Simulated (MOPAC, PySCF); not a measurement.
Ligands exchanged one at a time, Si Cl-C2H5. Isolated molecules, 0 K electronic values unless said otherwise. One relaxed conformer stands for each flexible species; it need not be the lowest. Strings in code marks are SMILES.

Quantity: redistribution energy (mixed species minus the weighted end members), in kcal/mol. Semi-empirical values (MOPAC) are differences of heats of formation.

Level 1: B3LYP-D3(BJ)/def2-TZVP // B3LYP-D3(BJ)/def2-SVP (PySCF)
Level 2: PBE-D3(BJ)/def2-TZVP // B3LYP-D3(BJ)/def2-SVP (PySCF)
Level 3: PBE/6-31G* // B3LYP-D3(BJ)/def2-SVP (PySCF)
Level 4: PM6 // B3LYP-D3(BJ)/def2-SVP (MOPAC)

```csv
species,level 2,level 3,level 4
"2 of 4 Cl replaced by C2H5: `CC[Si](Cl)(Cl)CC` (C–C–Si–Cl torsion -179°, Cl–Si–C–C torsion 63°)",-7.98,-9.90,-5.40
3 of 4 Cl replaced by C2H5: `Cl[Si](CC)(CC)CC`,-5.78,-7.21,-3.92
1 of 4 Cl replaced by C2H5: `CC[Si](Cl)(Cl)Cl`,-6.22,-7.63,-4.21
```

Question: What does level 1 give for each, and how far do the other levels lie from it on average?

Answer: 
- 2 of 4 Cl replaced by C2H5: `CC[Si](Cl)(Cl)CC` (C–C–Si–Cl torsion -179°, Cl–Si–C–C torsion 63°): -8.49
- 3 of 4 Cl replaced by C2H5: `Cl[Si](CC)(CC)CC`: -6.21
- 1 of 4 Cl replaced by C2H5: `CC[Si](Cl)(Cl)Cl`: -6.53
Mean absolute difference from level 1, which has limits of its own, over these rows (drawn at random from the members that have all these levels): level 2 0.41 kcal/mol, level 3 1.17 kcal/mol, level 4 2.57 kcal/mol.
